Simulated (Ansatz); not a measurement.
Process, species as SMILES: CN(C)C + 3 [H][H] (H2) → 3 C (CH4) + N (NH3)
B3LYP-D3(BJ)/def2-TZVP geometries, fixed; electronic energies without zero-point terms.

The energy of full hydrogenation at CCSD(T) with Ansatz (a quantum-chemistry and plane-wave program), in kcal/mol, split into its Hartree-Fock and correlation parts. Cores are frozen. No added dispersion term, no relativity. Functions are those of the species that has most.

```csv
basis,X,functions,Hartree-Fock,CCSD(T)
cc-pVDZ,2,101,-77.23,-64.50
cc-pVTZ,3,246,-78.79,-68.68
cc-pVQZ,4,490,-78.92,-68.85
```

Worked estimate of the basis-set limit from each neighbouring pair, with Hartree-Fock from the larger set and the correlation part extrapolated as X^-3.
Correlation parts: X = 2: 12.73, X = 3: 10.11, X = 4: 10.07.
- (2,3): (27·(10.11) - 8·(12.73))/19 = 9.01; with Hartree-Fock -78.79 the estimate is -69.78 kcal/mol.
- (3,4): (64·(10.07) - 27·(10.11))/37 = 10.04; with Hartree-Fock -78.92 the estimate is -68.88 kcal/mol.
The last two estimates differ by 0.90 kcal/mol; the largest set lies 0.03 from the last. Over the last step Hartree-Fock moves by -0.13 and the correlation part by -0.04.
